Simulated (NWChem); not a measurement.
Species: CH3, doublet; SMILES [CH3]

```xyz
4

C      0.0000     0.0000     0.0000
H     -0.7709    -0.7709     0.0000
H     -0.2822     1.0531     0.0000
H      1.0531    -0.2822     0.0000
```
Atoms are numbered in this order, from 1.

Level: PBE0/def2-SVP, spin-unrestricted (NWChem), optimised geometry, unscaled harmonic frequencies. In the optimisation the excess spin sits in a2" (D3h, its own frame).

| frequency (cm⁻¹) | IR intensity (km/mol) |
|---|---|
| 471 | 85.2 |
| 1373 | 4.8 |
| 1373 | 4.8 |
| 3124 | 0.0 |
| 3331 | 0.9 |
| 3331 | 0.9 |

The zero-point energy is 18.6 kcal/mol. The thermal correction to the enthalpy at 298.15 K (with zero-point energy) is 21.1 kcal/mol and the heat capacity Cv is 7.5 cal/(mol K). The dipole moment is 0.00 D.

Rigid rotor and harmonic oscillator.
